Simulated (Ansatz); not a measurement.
Cartesian coordinates in Å:
```
S 0.2900 2.0871 0.0986
Al -0.0651 -0.0519 -0.1066
S 0.6894 -1.3073 1.5052
H -0.3266 2.3562 -1.0655
H -0.8237 -0.6560 -1.3489
H 0.2360 -2.4281 0.9173
```

Charge 0, multiplicity 1.

(1) List the ωB97M-V/def2-TZVPP orbital energies in eV (Ansatz 0.2.0). (Estimate.)

Results:

(1) The calculation gave: Occupied: -2426.73, -2426.73, -1532.91, -220.74, -220.74, -163.84, -163.84, -163.75, -163.75, -163.69, -163.69, -117.48, -77.11, -76.99, -76.95, -23.12, -22.80, -14.70, -13.60, -13.49, -11.11, -10.85, -10.45, -9.78. Lowest empty: 0.61, 1.62, 1.88, 2.15, 3.44, 3.68, 4.77, 5.42.
